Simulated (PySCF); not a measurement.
**One molecule, many functionals**

Species: cyclopropane, C3H6.
Cartesian coordinates in Å at the PBE0-D3(BJ)/def2-SVP level; atoms count from 1:
```
atom  x, y, z in Å
C1     0.847    0.167    0.061
C2    -0.271   -0.800   -0.191
C3    -0.577    0.633    0.129
H4     1.407    0.077    0.996
H5     1.455    0.487   -0.790
H6    -0.433   -1.146   -1.215
H7    -0.482   -1.556    0.571
H8    -0.998    0.864    1.112
H9    -0.949    1.273   -0.674
```

Linear-response calculations in the def2-SVPD basis (PySCF; singlets by full response, triplets Tamm–Dancoff, core orbitals frozen in the response; HF means time-dependent Hartree–Fock). 'Strongest' is the level of largest summed f among the singlets computed (10 roots, of which the last may lack a degenerate partner); it can jump between rows when another state enters that window. S1 is the lowest singlet of each run and needn't be the same state throughout; f(S1) is that of one state. Isolated species at its PBE0-D3(BJ)/def2-SVP geometry, gas phase.

```json
{"functional": "PBE0", "kind": "global hybrid, 25% exact exchange", "S1 (eV)": "8.18", "f(S1)": "0.001", "strongest (eV)": "8.91", "T1 (eV)": "7.98", "HOMO (eV)": "-8.45", "gap (eV)": "9.52", "ionisation energy, ΔSCF (eV)": "10.87"}
{"functional": "BHandHLYP", "kind": "global hybrid, 50% exact exchange", "S1 (eV)": "8.47", "f(S1)": "0.000", "strongest (eV)": "9.24", "T1 (eV)": "8.25", "HOMO (eV)": "-9.66", "gap (eV)": "11.17", "ionisation energy, ΔSCF (eV)": "10.79"}
{"functional": "CAM-B3LYP", "kind": "range-separated hybrid", "S1 (eV)": "8.24", "f(S1)": "0.000", "strongest (eV)": "9.03", "T1 (eV)": "8.02", "HOMO (eV)": "-9.86", "gap (eV)": "11.54", "ionisation energy, ΔSCF (eV)": "10.95"}
{"functional": "wB97X-D", "kind": "range-separated hybrid", "S1 (eV)": "8.53", "f(S1)": "0.000", "strongest (eV)": "9.29", "T1 (eV)": "8.36", "HOMO (eV)": "-10.35", "gap (eV)": "13.06", "ionisation energy, ΔSCF (eV)": "10.88"}
{"functional": "LC-wPBE", "kind": "range-separated hybrid", "S1 (eV)": "8.94", "f(S1)": "0.000", "strongest (eV)": "9.78", "T1 (eV)": "8.68", "HOMO (eV)": "-11.29", "gap (eV)": "14.05", "ionisation energy, ΔSCF (eV)": "11.02"}
```

S1 runs from 8.18 eV (PBE0) to 8.94 eV (LC-wPBE), a spread of 0.76 eV, while the orbital gap spreads over 4.5 eV. −ε(HOMO) comes closest to its own ΔSCF ionisation energy with LC-wPBE (+0.28 eV) and misses most with PBE0 (-2.43 eV).
